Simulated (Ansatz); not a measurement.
The first iterations of a band of C$_{3}$H$_{7}$FOS (13 atoms, charge 0, multiplicity 1).

These are results of RKS PBE/6-31G* in Ansatz 0.2.0, not measurements.

* movable images: 5
* climbing image: yes
* spring: 5.0 eV/Å²
* optimiser: quadratic models (default)
* start path: through a guess of the saddle point
* force threshold: 0.03 eV/Å
* iteration limit: 60
* end points: relaxed

Image 0:

```xyz
13
Properties=species:S:1:pos:R:3
C -0.690 -1.304 1.440
S 0.934 -0.612 0.968
C 0.425 0.734 -0.218
C 0.031 0.243 -1.598
O 1.490 1.610 -0.339
F -0.685 1.393 0.342
H -1.358 -0.501 1.783
H -1.156 -1.855 0.608
H -0.504 -2.005 2.268
H -0.264 1.109 -2.214
H -0.822 -0.449 -1.526
H 0.877 -0.273 -2.074
H 1.743 1.875 0.574
```

Image 6:

```xyz
13
Properties=species:S:1:pos:R:3
C -0.966 -1.407 1.600
S 0.277 -0.329 1.367
C 0.343 0.841 -0.240
C -0.167 0.159 -1.480
O 1.655 1.256 -0.391
F -0.481 1.907 0.106
H -1.682 -1.084 2.358
H 1.341 -1.043 0.847
H -1.288 -2.084 0.805
H -0.259 0.888 -2.303
H -1.158 -0.278 -1.272
H 0.522 -0.642 -1.789
H 1.883 1.782 0.407
```

| iteration | highest image above the first end (eV) | largest band force component (eV/Å) |
| --- | --- | --- |
| 1 | 8.226 | 29.323 |
| 2 | 4.750 | 2.461 |
| 3 | 4.364 | 1.642 |
| 4 | 4.174 | 1.368 |
| 5 | 4.010 | 0.511 |
| 6 | 3.896 | 0.505 |
| 7 | 3.530 | 1.172 |
| 8 | 3.519 | 0.705 |
| 9 | 3.484 | 0.853 |
| 10 | 3.562 | 1.093 |
| 11 | 3.910 | 1.116 |

Task: Does the band converge within its limit, and where does its top end?

Result: The forces met the threshold. It ended after 35 iterations with the highest image 3.956 eV above the first end. Neighbouring images differ by up to 1.9 eV, so the band resolves the path poorly. A vibrational analysis at the climbing image gives one clearly imaginary mode, 1109i cm⁻¹: a first-order saddle point. The orbitals stay closed-shell, which can raise the energy where a bond breaks towards radicals; this wasn't checked here.

Run time: 8.8 min on 2 threads of Intel(R) Xeon(R) Platinum 8259CL CPU @ 2.50GHz (Skylake/Cascade Lake), with other jobs on the host, peak memory 0.19 GiB.
